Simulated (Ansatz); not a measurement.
**SiH₃F: one structure at several levels**

One table from this session's results is given with a row withheld; the runs are named, their logs left out.

The runs use Ansatz 0.2.0, Gaussian basis; single points in def2-TZVPP.

Correlated methods freeze the cores.

## The starting structure

5 atoms, charge 0, spin multiplicity 1.

Atoms are counted from 1 here; the program's logs count them from 0.

Bond lengths: Si1–H2 1.555 Å, Si1–H4 1.663 Å, Si1–H5 1.365 Å. Angles: H2–Si1–H4 118.5°, H2–Si1–H5 119.5°, H4–Si1–H5 106.5°.

Geometry (Å):

| atom | x (Å) | y (Å) | z (Å) |
| --- | --- | --- | --- |
| Si1 | -0.52290 | 0.04320 | 0.38900 |
| H2 | -0.09060 | -0.94490 | -0.73170 |
| F3 | 1.02550 | -0.50450 | -1.17910 |
| H4 | 0.52200 | 0.31360 | 1.65410 |
| H5 | -1.04160 | 1.25900 | 0.04890 |

Set-up of the first run:

run/in.yaml reads:

```yaml
crystal:
  periodic: [false, false, false]
  atoms:
    - {symbol: Si, position_ang: [-0.522900, 0.043200, 0.389000]}
    - {symbol: H, position_ang: [-0.090600, -0.944900, -0.731700]}
    - {symbol: F, position_ang: [1.025500, -0.504500, -1.179100]}
    - {symbol: H, position_ang: [0.522000, 0.313600, 1.654100]}
    - {symbol: H, position_ang: [-1.041600, 1.259000, 0.048900]}
basis:
  gaussian: {orbitals: def2-TZVPP}
correlation: {method: ccsd_t}
output: {forces: true}
```

No record of the launch command was kept for these runs.

Steps of the session up to this table: CCSD(T)/def2-TZVPP; PBE0-D4/def2-TZVPP; wB97M-V/def2-TZVPP; r2SCAN-D4/def2-TZVPP; PBE-D4/def2-TZVPP; r2SCANh-D4/def2-TZVPP; wB97X-V/def2-TZVPP.

One table of the session follows, with a row left open; its other results are not shown here.

| method | RMS force component (eV/Å) | angle to CCSD(T) forces (°) | dipole (D) |
| --- | --- | --- | --- |
| CCSD(T) | 1.504 | reference | 3.12 |
| PBE0-D4 | ? | ? | ? |
| wB97M-V | 1.523 | 3.2 | 3.37 |
| r2SCAN-D4 | 1.488 | 4.3 | 3.01 |
| PBE-D4 | 1.480 | 7.9 | 2.86 |
| r2SCANh-D4 | 1.503 | 2.3 | 3.15 |
| wB97X-V | 1.547 | 2.4 | 3.44 |

Estimate the missing values for PBE0-D4.

The run gave: RMS force component (eV/Å): 1.523; angle to CCSD(T) forces (°): 2.0; dipole (D): 3.24.
